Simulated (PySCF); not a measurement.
## One molecule, a ladder of functionals, a line

Molecule: `NC1CCCC1`, C5H11N.

Molfile (atoms numbered from 1):
```
C5H11N
     RDKit          3D

 17 17  0  0  0  0  0  0  0  0999 V2000
    2.1632    0.0598    0.7094 N   0  0  0  0  0  0  0  0  0  0  0  0
    0.7297    0.1933    0.5850 C   0  0  0  0  0  0  0  0  0  0  0  0
    0.0172   -1.1504    0.4446 C   0  0  0  0  0  0  0  0  0  0  0  0
   -1.4097   -0.7909    0.0186 C   0  0  0  0  0  0  0  0  0  0  0  0
   -1.3081    0.5940   -0.6737 C   0  0  0  0  0  0  0  0  0  0  0  0
    0.1758    0.9720   -0.6170 C   0  0  0  0  0  0  0  0  0  0  0  0
    2.5445   -0.3551   -0.1409 H   0  0  0  0  0  0  0  0  0  0  0  0
    2.5994    0.9756    0.7972 H   0  0  0  0  0  0  0  0  0  0  0  0
    0.3611    0.6796    1.5085 H   0  0  0  0  0  0  0  0  0  0  0  0
    0.0705   -1.7537    1.3625 H   0  0  0  0  0  0  0  0  0  0  0  0
    0.5258   -1.7275   -0.3491 H   0  0  0  0  0  0  0  0  0  0  0  0
   -2.0671   -0.7293    0.8998 H   0  0  0  0  0  0  0  0  0  0  0  0
   -1.8482   -1.5558   -0.6393 H   0  0  0  0  0  0  0  0  0  0  0  0
   -1.9158    1.3371   -0.1343 H   0  0  0  0  0  0  0  0  0  0  0  0
   -1.6898    0.5759   -1.7054 H   0  0  0  0  0  0  0  0  0  0  0  0
    0.7028    0.6191   -1.5220 H   0  0  0  0  0  0  0  0  0  0  0  0
    0.3496    2.0575   -0.5451 H   0  0  0  0  0  0  0  0  0  0  0  0
  1  2  1  0
  2  3  1  0
  3  4  1  0
  4  5  1  0
  5  6  1  0
  6  2  1  0
  1  7  1  0
  1  8  1  0
  2  9  1  0
  3 10  1  0
  3 11  1  0
  4 12  1  0
  4 13  1  0
  5 14  1  0
  5 15  1  0
  6 16  1  0
  6 17  1  0
M  END
```

GIAO shieldings (ppm, equivalent atoms averaged) in PySCF on the PBE0-D3(BJ)/def2-SVP geometry, basis pcSseg-1, gas phase, non-relativistic:

| functional | exact exchange (%) | σ(N1) | σ(C2) |
| --- | --- | --- | --- |
| BLYP | 0 | 206.1 | 112.1 |
| BP86 | 0 | 211.4 | 118.4 |
| PBE | 0 | 211.5 | 118.7 |
| B3LYP | 20 | 211.7 | 119.1 |
| PBE0 | 25 | 217.7 | 126.6 |
| BHandHLYP | 50 | 218.7 | 127.7 |
| HF | 100 | 228.1 | 140.9 |

(1) Fit each shielding as a line in the percentage of exact exchange.

(2) What does the line predict for mPW1PW91 (25 %), and what does the run give?

## Answers

(1) σ(N1) = 209.9 + 0.18 x (rms 2.2 ppm); σ(C2) = 116.6 + 0.24 x (rms 2.7 ppm). The functionals also differ in their semilocal parts, which the line can't hold; Hartree–Fock has no correlation at all.

(2) σ(N1): 214.4 predicted, 216.7 computed; σ(C2): 122.6 predicted, 125.9 computed ppm.
